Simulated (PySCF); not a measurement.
C3H7O2 (charge -1).
Bonds: C1–O2, O2–C3, C3–C4, C4–O5. Hydrogens: H6, H7, H8 on C1; H9, H10 on C3; H11, H12 on C4.

Torsions of this conformer, `[CH3:1][O:2][CH2:3][CH2:4][O-:5]`: C1–O2–C3–C4 65°, O2–C3–C4–O5 -68°.

The closed-shell ground state was solved at several levels (PySCF, density fitting, gas phase, non-relativistic). Isolated species at its PBE0-D3(BJ)/def2-SVP geometry (one conformer only). Where the HOMO energy is positive, the finite basis confines the outermost electrons. No diffuse functions stand in pcJ-1, pcSseg-1 and pcSseg-2, which bears on an anion's orbital energies.

| level | basis functions | HOMO (eV) | LUMO (eV) | gap (eV) |
| --- | --- | --- | --- | --- |
| B3LYP/pcJ-1 | 205 | 0.70 | 5.79 | 5.09 |
| CAM-B3LYP/def2-SVPD | 162 | -1.38 | 5.15 | 6.53 |
| CAM-B3LYP/pcSseg-2 | 278 | -1.28 | 5.29 | 6.57 |

Question: Estimate the row for PBE0/pcSseg-1, a basis of 120 functions; the other rows only guide the guess.

Answer: HOMO 0.50 eV, LUMO 6.08 eV, gap 5.58 eV.

Question: Over all these levels, which gives the widest orbital gap and which the narrowest?

Answer: CAM-B3LYP/pcSseg-2 (range-separated hybrid) has the widest, 6.57 eV, and B3LYP/pcJ-1 (global hybrid, 20 % exact exchange) the narrowest, 5.09 eV. Functional and basis both differ between the two, so the spread mixes both effects.
